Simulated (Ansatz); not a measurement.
**How the band gap of ZrSe3 (P2₁/m, No. 11) moves with the method**

The reference, 1.1 eV (measured, temperature not stated, no zero-point or thermal correction, indirect, absorption, single crystal; as tabulated in Patel et al., Bull. Mater. Sci. 28, 405 (2005)), is not set against levels without spin–orbit coupling, which matters for this solid.

| level (code) | value (eV) | cell (Å³/atom) |
|---|---|---|
| LDA (Ansatz) | 0.27 | 23.89 |
| r²SCAN+SOC (Ansatz) | 0.54 (indirect) | 23.89 |
| r²SCAN+rVV10 (Ansatz) | … | 24.07 |

Question: Complete the blanks.

Answer: 
- r²SCAN+rVV10 (Ansatz, a first-principles code), value (eV): 0.61

Computed values are for a static lattice. Spin–orbit coupling is included only where a level's name says +SOC; with heavier elements it mostly lowers gaps and can invert bands.  Values are at the measured cell; r²SCAN+rVV10 at the level's own equilibrium cell. Cutoffs differ between the levels. Ansatz's density-functional and Hartree–Fock values are scalar-relativistic unless marked +SOC, with PAW data made under PBE.
